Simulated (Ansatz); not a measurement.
2H MoS2, treated with PBE-D3(BJ) (PAW; Ansatz, an electronic-structure program).

Run with plane-wave cutoff 500 eV, 12×12×4 k mesh (along the axes of the cell as run), Fermi–Dirac smearing 0.05 eV, scalar-relativistic PAW data made under PBE.

Computed at the level's own relaxed cell.

Problem. Give the computed volume per atom, lattice parameter a and lattice parameter c.

Solution. 
* **volume per atom**: 17.31 Å³/atom
* **lattice parameter a**: 3.149 Å
* **lattice parameter c**: 12.090 Å

Measured, for comparison: lattice constant a 3.16 Å, lattice parameter c 12.294 Å (300 K, no zero-point or thermal correction; as tabulated in arXiv:1605.07067). Computed (rounded) less measured: lattice constant a -0.3 %, lattice parameter c -1.7 %. A static lattice is as a rule a little smaller and stiffer than an uncorrected measurement, which narrows the difference in the lattice constant a, lattice parameter c and would widen misses of the other sign.

The computed numbers hold no vibrational or temperature effects.

Cost on a shared machine: very roughly 60 core-seconds.
